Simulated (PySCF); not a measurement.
## O₂⁺: input and log

State: ²Πg (doublet), unpaired electrons π ↑.

An equivalent input (the run itself took its basis sets from the Basis Set Exchange, started from a PBE0 density and held the occupation σ 5α 5β, πx 2α 1β, πy 1α 1β):

```python
from pyscf import gto, dft
mol = gto.M(atom='O 0 0 0; O 0 0 1.101', basis={'O': 'def2-TZVP'},
            charge=1, spin=1, verbose=4, symmetry='C2v')
mf = dft.UKS(mol, xc='PBE0')
mf.grids.atom_grid = (80, 434)
mf.grids.prune = dft.gen_grid.treutler_prune
mf.irrep_nelec = {'A1': (5, 5), 'B1': (2, 1), 'B2': (1, 1)}
mf.conv_tol = 1e-9
mf.max_cycle = 60
mf.diis_space = 10
mf.kernel()
```

The log (some set-up lines and the per-cycle HOMO/LUMO lines removed):

```
******** <class 'pyscf.dft.uks_symm.SymAdaptedUKS'> ********
method = SymAdaptedUKS
damping factor = 0
level_shift factor = 0
DIIS = <class 'pyscf.scf.diis.CDIIS'>
diis_start_cycle = 1
diis_space = 10
diis_damp = 0
SCF conv_tol = 1e-09
SCF conv_tol_grad = None
SCF max_cycles = 60
number electrons alpha = 8  beta = 7
Set gradient conv threshold to 3.16228e-05
init E= -149.814008853897
cycle= 1 E= -149.780746302423  delta_E= 0.0333  |g|= 0.011  |ddm|= 0.0172
cycle= 2 E= -149.780775237482  delta_E= -2.89e-05  |g|= 0.0052  |ddm|= 0.00904
cycle= 3 E= -149.780782835465  delta_E= -7.6e-06  |g|= 0.000375  |ddm|= 0.00266
cycle= 4 E= -149.780782871866  delta_E= -3.64e-08  |g|= 6.64e-05  |ddm|= 0.000246
cycle= 5 E= -149.78078287089  delta_E= 9.76e-10  |g|= 8.68e-05  |ddm|= 5.52e-05
cycle= 6 E= -149.780782873245  delta_E= -2.35e-09  |g|= 5.88e-06  |ddm|= 3.1e-05
cycle= 7 E= -149.780782873267  delta_E= -2.29e-11  |g|= 1.63e-06  |ddm|= 3.87e-06
Extra cycle  E= -149.780782873275  delta_E= -7.16e-12  |g|= 1.26e-06  |ddm|= 2.3e-06
converged SCF energy = -149.780782873275  <S^2> = 0.75286187  2S+1 = 2.0028598
```

Repeating this along the bond gives Re = 1.098 Å and ωe = 2130 cm⁻¹.

A point of this curve took 1.2 CPU seconds beside 0.21 for the integrals, on Intel Xeon Platinum 8488C (shared host).

The state is the lowest determinant that a PBE0 search found; another state may lie lower at other levels.
